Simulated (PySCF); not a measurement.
First SCF of a structure search on singlet SiO₂, at a hand-made bent geometry. PySCF input:

```python
from pyscf import gto, scf, dft
mol = gto.M(atom='''
Si     0.000000     0.000000     0.000000
O      1.343400     0.000000     0.940700
O     -1.343400     0.000000     0.940700''',
    basis={'Si': 'def2-TZVP', 'O': 'def2-TZVP'},
    charge=0, spin=0)
mf = dft.RKS(mol, xc='B3LYP')
mf.grids.atom_grid = (50, 194)
aux = {'Si': 'def2-universal-JKFIT', 'O': 'def2-universal-JKFIT'}
mf = mf.density_fit(auxbasis=aux)
mf.conv_tol = 1e-08
mf.diis_space = 10
mf.max_cycle = 60
mf.init_guess = 'minao'
mf.verbose = 4
mf.kernel()
```

Excerpt of the output (cycles and frontier levels):

```
init E= -439.997035590906
  HOMO = -0.408601681588069  LUMO = -0.246316562787221  gap/eV = 4.41600
cycle= 1 E= -439.41975246839  delta_E= 0.577  |g|= 1.45  |ddm|= 1.95
  HOMO = -0.0788277857646364  LUMO = -0.0567842775990546  gap/eV = 0.59983
cycle= 2 E= -434.085010098016  delta_E= 5.33  |g|= 4.65  |ddm|= 3.43
  HOMO = -0.258210236604356  LUMO = -0.216280769239789  gap/eV = 1.14096
cycle= 3 E= -439.91314872283  delta_E= -5.83  |g|= 0.475  |ddm|=  2.8
  HOMO = -0.293600328437277  LUMO = -0.240669473762139  gap/eV = 1.44032
cycle= 4 E= -439.928904778509  delta_E= -0.0158  |g|= 0.296  |ddm|= 0.278
  HOMO = -0.303853628843236  LUMO = -0.234795150359318  gap/eV = 1.87918
cycle= 5 E= -439.949638593165  delta_E= -0.0207  |g|= 0.102  |ddm|= 0.147
  HOMO = -0.311174644556598  LUMO = -0.233611080685534  gap/eV = 2.11061
cycle= 6 E= -439.952085110234  delta_E= -0.00245  |g|= 0.00644  |ddm|= 0.0624
  HOMO = -0.310982214877644  LUMO = -0.233261122331783  gap/eV = 2.11490
cycle= 7 E= -439.952092996891  delta_E= -7.89e-06  |g|= 0.00114  |ddm|= 0.00404
  HOMO = -0.311087460526406  LUMO = -0.233280813192223  gap/eV = 2.11723
cycle= 8 E= -439.95209335406  delta_E= -3.57e-07  |g|= 0.000285  |ddm|= 0.000763
  HOMO = -0.311076561802868  LUMO = -0.233248859228681  gap/eV = 2.11780
cycle= 9 E= -439.952093385413  delta_E= -3.14e-08  |g|= 4.4e-05  |ddm|= 0.000383
  HOMO = -0.311082543860631  LUMO = -0.23325503382349  gap/eV = 2.11779
cycle= 10 E= -439.952093386568  delta_E= -1.15e-09  |g|= 2.11e-05  |ddm|= 9.39e-05
  HOMO = -0.311086311665328  LUMO = -0.233254712751894  gap/eV = 2.11791
Extra cycle  E= -439.952093385933  delta_E= 6.35e-10  |g|= 5.81e-05  |ddm|= 5.15e-05
converged SCF energy = -439.952093385933
```

No lower solution of this spin was found by a stability analysis within the restricted form, which does not test spin polarisation.

The search for the lowest solution, with the stability check, took 2.7 s on 2 threads of a shared Arm Neoverse V1 host, with 99 basis functions; the process peaked at 0.31 GiB. Launch command: `OMP_NUM_THREADS=2 python axn.py task.json out`.
